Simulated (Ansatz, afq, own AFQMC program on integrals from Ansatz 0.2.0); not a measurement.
AFQMC on a folder of integrals that Ansatz 0.2.0 wrote.

```yaml
crystal:
  periodic: [false, false, false]
  atoms:
    - {symbol: Cu, position_ang: [0.000000, 0.000000, 0.446819]}
    - {symbol: N, position_ang: [0.000000, 0.000000, -1.702181]}
    - {symbol: H, position_ang: [0.000000, 0.836554, -2.257881]}
    - {symbol: H, position_ang: [0.000000, -0.836554, -2.257881]}
basis:
  gaussian: {orbitals: def2-SVP}
magnetization: {spin_polarized: false}
correlation: {method: ccsd_t, electrons: outside_noble_gas, hamiltonian_folder: ham}
```

```sh
$ ansatz run in.yaml --threads 1 --pin off --events-out ev --progress --plain --max-ram 16896MiB --backend cuda --devices 0, --max-vram 18GiB
```

Options of the walk:

```
--method free --trial cisd --walkers 4000 --time-step 0.03 --max-blocks 4000 --target-error 0.00052 --factor-cut 1e-05 --seed 4928 --times 0,0.21,0.42,0.81,1.2,1.8,2.4,3 --taylor-order 8
```

Times are imaginary, in 1/Eh. The walk had a cap of 61 s.

Log:

```
orbitals 45  electrons 9 9  factors 376 of 596
reference energy -1694.21211018 Eh
CCSD correlation -0.45679601 Eh in 18 cycles, weight of the determinant in the CISD state 0.8575
repeat  energy at the last time / Eh  error
    10  -1694.685169  0.000924
    20  -1694.684196  0.000646
    30  -1694.684869  0.000554
    40  -1694.684734  0.000542
    50  -1694.684406  0.000465
time / (1/Eh)  energy / Eh  error  mean overlap
  0.00  -1694.668601  0.000174  1.1657
  0.21  -1694.677549  0.000137  1.1647
  0.42  -1694.680570  0.000157  1.1665
  0.81  -1694.683062  0.000169  1.1669
  1.20  -1694.683821  0.000190  1.1686
  1.80  -1694.684251  0.000266  1.1740
  2.40  -1694.684347  0.000374  1.1788
  3.00  -1694.684522  0.000471  1.1871
energy -1694.684522 +/- 0.000471 Eh
```

The run passed its tests (error under three times the target), which doesn't prove that it has relaxed.

Against this walk (error 12.8 meV) on the same determinant: CCSD(T) 20.8 meV lower (within the noise). The error is statistical, and a free projection of finite length keeps a remainder of its start. None of these is a sure reference here.

Cautions: remainder of the start not in the error; no relativity below Rb; outer-core shells of the metal frozen; higher spins were not checked.

The walk took 45 s on 1 × NVIDIA H100 80GB HBM3 with 2 threads of AMD EPYC 7R13 Processor (Zen 3), on a shared host (the card was shared). The log's last line is the free-projection energy.

A walk keeps the symmetry of its determinant, which the program's search chose and which needn't be the lowest solution, so a lower state of the same spin and another symmetry isn't excluded.
